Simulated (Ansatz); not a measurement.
# singlet AlNH3O+: levels of theory compared

Wanted: a comparison of 6 runs (BHLYP/def2-SVPD, PBE0/def2-SVPD, SVWN5/def2-SVPD, r2SCAN/def2-SVPD, MP2/def2-SVPD, CCSD(T)/def2-SVPD) of singlet AlNH3O+. 

The calculation is run with Ansatz 0.2.0.

60 further runs of the same task are left out: 60 set aside as unsound or not needed. Runs told in other sessions of the task aren't counted.

### 1 Starting point

AlNH3O+: 6 atoms, total charge +1, spin state singlet. As SMILES of the parent species, `[NH2][Al][OH]`. Geometry: relaxed at PBE0-D4/def2-TZVP. This is one conformer, not always the lowest. That shape belongs to the parent species and isn't relaxed for this state.

Bond lengths: N1–Al2 1.769 Å, Al2–O3 1.705 Å, N1–H4 1.009 Å, N1–H5 1.006 Å, O3–H6 0.956 Å. Angles: N1–Al2–O3 116.1°, Al2–N1–H4 124.1°, Al2–N1–H5 125.0°, Al2–O3–H6 122.8°, H4–N1–H5 110.9°.

### 2 A single-point energy at BHLYP/def2-SVPD (run 1)

Input file input.yaml:

```yaml
crystal:
  periodic: [false, false, false]
  atoms:
    - {symbol: N, position_ang: [-0.923900, 0.240200, -0.760800]}
    - {symbol: Al, position_ang: [0.595200, 0.601300, 0.070700]}
    - {symbol: O, position_ang: [1.194100, -0.618500, 1.101200]}
    - {symbol: H, position_ang: [-1.434300, -0.623600, -0.657200]}
    - {symbol: H, position_ang: [-1.394700, 0.861600, -1.396800]}
    - {symbol: H, position_ang: [2.005700, -0.525100, 1.596800]}
basis:
  gaussian:
    orbitals: def2-SVPD
total_charge: 1
hamiltonian:
  xc: {name: BHLYP}
accuracy: high
output:
  orbitals: {seedname: orbitals}
```

Started as:

```sh
$ ansatz run input.yaml --threads 1 --pin off --max-ram 2610MiB --events-out events.jsonl --progress --plain --runs-dir runs
```

Log:

```text
Warning: RAYON_NUM_THREADS=1 ignored (pool sized by the plan → 1); use --threads N
Functional definition: BHLYP
  name "BHLYP"
  parameter a = 0.5
  exchange = (1 - a)*b88_x + a*exact_x
  correlation = lyp_c
1783 factors; integrals over basis functions are off by at most 3.5e-9 eV
mean field evaluation 1: about -10150.4199 eV, gradient 1.0e2 eV
mean field evaluation 2: about -10095.0684 eV, gradient 1.6e2 eV
mean field evaluation 4: about -10169.6883 eV, gradient 6.2e0 eV
mean field evaluation 8: about -10169.7851 eV, gradient 2.2e-1 eV
mean field evaluation 16: about -10169.7853 eV, gradient 1.9e-5 eV
mean field -10169.78530917 eV, -373.7327167841 hartree, gradient 8.3e-8 eV, S^2 0.000000; 0 other end points of the search recorded, 0 dependent functions left out
reference -10169.78533519 eV, -373.7327177400 hartree; 15, 15 occupied and 76, 76 virtual orbitals, 1783 factors
Total energy: -10169.78533519 eV, -373.7327177400 hartree
```

It took 6 s on 1 thread of Arm Neoverse V1, shared host; peak memory 0.24 GiB.

### 3 The energy at PBE0/def2-SVPD (run 2)

Input file molecule.yaml:

```yaml
crystal:
  periodic: [false, false, false]
  atoms:
    - {symbol: "N", position_ang: [-0.923900, 0.240200, -0.760800]}
    - {symbol: Al, position_ang: [0.595200, 0.601300, 0.070700]}
    - {symbol: O, position_ang: [1.194100, -0.618500, 1.101200]}
    - {symbol: H, position_ang: [-1.434300, -0.623600, -0.657200]}
    - {symbol: H, position_ang: [-1.394700, 0.861600, -1.396800]}
    - {symbol: H, position_ang: [2.005700, -0.525100, 1.596800]}
basis:
  gaussian: {orbitals: def2-SVPD}
total_charge: 1
hamiltonian: {xc: pbe0}
accuracy: high
output: {orbitals: {seedname: orbitals}}
```

Started as:

```sh
$ ansatz run molecule.yaml --threads 1 --pin off --max-ram 2610MiB --events-out events.jsonl --progress --plain --runs-dir runs
```

Log:

```text
Warning: RAYON_NUM_THREADS=1 ignored (pool sized by the plan → 1); use --threads N
Functional definition: PBE0
  name "PBE0"
  parameter a = 0.25
  parameter kappa = 0.804
  parameter beta = 0.06672455060314922
  exchange = (1 - a)*pbe_x(kappa = kappa, mu = beta*pi^2/3) + a*exact_x
  correlation = pbe_c(beta = beta)
1783 factors; integrals over basis functions are off by at most 3.5e-9 eV
mean field evaluation 1: about -10139.9470 eV, gradient 1.1e2 eV
mean field evaluation 2: about -10034.7723 eV, gradient 2.1e2 eV
mean field evaluation 4: about -10163.3821 eV, gradient 2.5e1 eV
mean field evaluation 8: about -10164.6422 eV, gradient 2.8e-1 eV
mean field evaluation 16: about -10164.6424 eV, gradient 5.4e-6 eV
mean field -10164.64240642 eV, -373.5437185939 hartree, gradient 3.0e-8 eV, S^2 0.000000; 0 other end points of the search recorded, 0 dependent functions left out
reference -10164.64240979 eV, -373.5437187177 hartree; 15, 15 occupied and 76, 76 virtual orbitals, 1783 factors
Total energy: -10164.64240979 eV, -373.5437187177 hartree
```

It took 6 s on 1 thread of Arm Neoverse V1, shared host; peak memory 0.24 GiB.

Runs 3 to 4 aren't shown in full; the table further down has their settings and results.

### 4 A single-point energy at MP2/def2-SVPD (run 5)

Input file input.yaml:

```yaml
basis:
  gaussian:
    orbitals: def2-SVPD
crystal:
  periodic: [false, false, false]
  atoms:
    - symbol: N
      position_ang: [-0.923900, 0.240200, -0.760800]
    - symbol: Al
      position_ang: [0.595200, 0.601300, 0.070700]
    - symbol: O
      position_ang: [1.194100, -0.618500, 1.101200]
    - symbol: H
      position_ang: [-1.434300, -0.623600, -0.657200]
    - symbol: H
      position_ang: [-1.394700, 0.861600, -1.396800]
    - symbol: H
      position_ang: [2.005700, -0.525100, 1.596800]
total_charge: 1
correlation:
  method: mp2
  frozen_orbitals: {Al: 5, H: 0, "N": 1, O: 1}
accuracy: high
```

Started as:

```sh
$ ansatz run input.yaml --threads 1 --pin off --max-ram 2610MiB --events-out events.jsonl --progress --plain --runs-dir runs
```

Log:

```text
Warning: RAYON_NUM_THREADS=1 ignored (pool sized by the plan → 1); use --threads N
Functional definition: HF
  name "HF"
  exchange = exact_x
  correlation = 0
1783 factors; integrals over basis functions are off by at most 3.5e-9 eV
mean field evaluation 1: about -10128.3583 eV, gradient 7.3e1 eV
mean field evaluation 2: about -10128.3637 eV, gradient 7.3e1 eV
mean field evaluation 4: about -10138.5441 eV, gradient 4.5e0 eV
mean field evaluation 8: about -10138.5990 eV, gradient 3.5e-1 eV
mean field -10138.59992598 eV, -372.5866750901 hartree, gradient 7.0e-8 eV, S^2 0.000000; 0 other end points of the search recorded, 0 dependent functions left out
7 core orbitals not correlated: weight in the atoms' cores, before any rotation towards them, 1.000 or more for the frozen orbitals, at most 0.000 for the correlated occupied ones
reference -10138.59992598 eV, -372.5866750901 hartree; 8, 8 occupied and 76, 76 virtual orbitals, 1783 factors
second order -11.85160986 eV of doubles, -0.00000000 eV of singles
Total energy: -10150.45153585 eV, -373.0222137192 hartree
```

Wall time 2.7 s (1 thread of Arm Neoverse V1, shared host); peak memory 0.21 GiB.

### 5 The energy at CCSD(T)/def2-SVPD (run 6)

Input file job.yaml:

```yaml
crystal:
  periodic: [false, false, false]
  atoms:
    - {symbol: "N", position_ang: [-0.923900, 0.240200, -0.760800]}
    - {symbol: Al, position_ang: [0.595200, 0.601300, 0.070700]}
    - {symbol: O, position_ang: [1.194100, -0.618500, 1.101200]}
    - {symbol: H, position_ang: [-1.434300, -0.623600, -0.657200]}
    - {symbol: H, position_ang: [-1.394700, 0.861600, -1.396800]}
    - {symbol: H, position_ang: [2.005700, -0.525100, 1.596800]}
basis:
  gaussian:
    orbitals: def2-SVPD
total_charge: 1
magnetization:
  spin_polarized: false
correlation:
  method: ccsd_t
  frozen_orbitals: {Al: 5, H: 0, "N": 1, O: 1}
accuracy: high
scf:
  omitted_lower_state_checks: [cluster_reference, increment]
```

Started as:

```sh
$ ansatz run job.yaml --threads 1 --pin off --max-ram 2610MiB --events-out events.jsonl --progress --plain --runs-dir runs
```

Log (excerpt; [...] marks lines left out):

```text
Warning: RAYON_NUM_THREADS=1 ignored (pool sized by the plan → 1); use --threads N
[... 2 set-up lines as earlier in the session ...]
[...]
1783 factors; integrals over basis functions are off by at most 3.5e-9 eV
[...]
mean field -10138.59992598 eV, -372.5866750901 hartree, gradient 7.0e-8 eV, S^2 0.000000; 0 other end points of the search recorded, 0 dependent functions left out
7 core orbitals not correlated: weight in the atoms' cores, before any rotation towards them, 1.000 or more for the frozen orbitals, at most 0.000 for the correlated occupied ones
reference -10138.59992598 eV, -372.5866750901 hartree; 8, 8 occupied and 76, 76 virtual orbitals, 1783 factors
second order -11.85160986 eV of doubles, -0.00000000 eV of singles
cycle   1  -11.81586440 eV  change    3.6e-2 eV  update   1.0e-1
[...]
cycle  25  -12.21478221 eV  change  -8.6e-10 eV  update  7.5e-10
perturbative correction -0.38477014 eV, -0.0141400419 hartree
Total energy: -10151.19947834 eV, -373.0497000988 hartree
Checks for a lower state left out: cluster_reference, increment
```

Wall time 15 s (1 thread of Arm Neoverse V1, shared host); peak memory 0.56 GiB.

### 6 The series

| run | level | frozen core orbitals | energy (Eh) | HOMO energy (eV) | LUMO energy (eV) | HOMO–LUMO gap (eV) | wall time |
| --- | --- | --- | --- | --- | --- | --- | --- |
| 1 | BHLYP/def2-SVPD | – | -373.732718 | -14.62 | -9.42 | 5.20 | 6 s |
| 2 | PBE0/def2-SVPD | – | -373.543719 | -13.33 | -10.04 | 3.28 | 6 s |
| 3 | SVWN5/def2-SVPD | – | -371.761759 | -12.13 | -11.04 | 1.09 | 4.2 s |
| 4 | r2SCAN/def2-SVPD | – | -373.709308 | -12.18 | -10.49 | 1.69 | 9.6 s |
| 5 | MP2/def2-SVPD | 7 | -373.022214 | – | – | – | 2.7 s |
| 6 | CCSD(T)/def2-SVPD | 7 | -373.049700 | – | – | – | 15 s |

### 7 Outcome

```
                                          quantity          value
                               run 6: total energy  -373.04970 Eh
run 6: correlation energy (7 core orbitals frozen)     -463.0 mEh
                             run 6: (T) correction     -14.14 mEh
                              run 6: T1 diagnostic          0.021
```

**Reading.** Over runs 1, 2, 3, 4 the HOMO–LUMO gap runs from 1.09 eV (SVWN5/def2-SVPD) to 5.20 eV (BHLYP/def2-SVPD). Totals of different functionals can't be ranked against each other. All runs together took 44 s, the longest 15 s.
